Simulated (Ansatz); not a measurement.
# CH2Al: the cost of one run

Program: Ansatz 0.2.0, Gaussian basis. Level of theory: def2-QZVPP, core rule «outside noble gas», up to 6 orbitals frozen. These are calculated values, not measurements.

The runs, in order: UHF; ROHF; CCSD(T) on UHF.

### Step 1. The geometry

The geometry is a PBE0/def2-TZVP stationary point (not a proven minimum) of the parent state, kept for this charge and spin.

4 atoms, charge 1, spin multiplicity 3.

Atoms are counted from 1 here; the program's logs count them from 0.

Bond lengths: Al1–C2 1.923 Å, Al1–H3 1.613 Å, C2–H4 1.088 Å. Angles: C2–Al1–H3 117.5°, Al1–C2–H4 152.8°.

### Step 2. UHF

The input, in.yaml:

```yaml
crystal:
  periodic: [false, false, false]
  atoms:
    - {symbol: Al, position_ang: [0.000000, -0.074388, 0.613390]}
    - {symbol: C, position_ang: [0.000000, 0.010117, -1.308029]}
    - {symbol: H, position_ang: [0.000000, 1.321704, 1.420502]}
    - {symbol: H, position_ang: [0.000000, 0.549036, -2.253748]}
basis:
  gaussian: {orbitals: "def2-QZVPP.json"}
total_charge: 1
magnetization: {spin_polarized: true, initial_magnetization: 2}
hamiltonian: {xc: hf}
output: {orbitals: {seedname: orbitals}}
```

Launch:

```sh
ansatz run in.yaml --threads 1 --pin off --events-out ev --progress --plain --max-ram 2393MiB
```

What time and memory should one allow on 1 thread of Arm Neoverse V2, shared host?

About 6.5 s, with a peak of 0.28 GiB.
